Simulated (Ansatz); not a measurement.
Energy needed to pull apart CH3 (SMILES [CH3]), doublet, into free ground-state atoms, from the structure below (displaced at random from a GFN2-xTB minimum); no zero-point or spin–orbit terms; open-shell atoms are treated unrestricted, in their ground-state multiplicity.

C1  (0.048, 0.001, 0.010)
H2  (0.036, 0.871, 0.631)
H3  (-0.894, -0.170, -0.492)
H4  (0.750, -0.724, 0.066)
(Å)

Computed with Ansatz 0.2.0 (basis: def2-TZVPP); correlated methods freeze the cores; orbitals are unrestricted.

| method | atomization energy (eV) |
| --- | --- |
| PBE-D4 | 13.31 |
| r2SCAN-D4 | 13.38 |
| PBE0-D4 | 13.25 |
| r2SCANh-D4 | 13.35 |
| LC-wPBE | ? |
| wB97M-V | ? |
| HF | 10.42 |
| MP2 | 12.90 |
| CCSD | 12.90 |
| CCSD(T) | 12.96 |

What does LC-wPBE give? (Judge from chemistry; the value comes from the calculation.)

The calculation gives: 13.21 eV, which is about 0.25 eV more than CCSD(T)/def2-TZVPP.

What does wB97M-V give? (To be estimated.)

By the calculation: 13.21 eV, which is about 0.25 eV more than CCSD(T)/def2-TZVPP.

In triple zeta the MP2 and coupled-cluster atomization energies are still short of their basis limit by a few kcal/mol a bond, whereas those of the functionals are nearly converged, so these differences are not deviations from converged CCSD(T).

The T1 diagnostic stays at or below 0.009. ⟨S²⟩ of the unrestricted Hartree–Fock references: 0.76 (a pure state has 0.75).

For scale, one of the runs: CCSD(T)/def2-TZVPP forces, 73 basis functions, launched by `ansatz run in.yaml --threads 4 --pin off --events-out ev --progress --plain --max-ram 5222MiB`. Hardware: 4 CPU threads of an Intel Xeon 6975P-C, shared host. Wall time about 1.4 s.
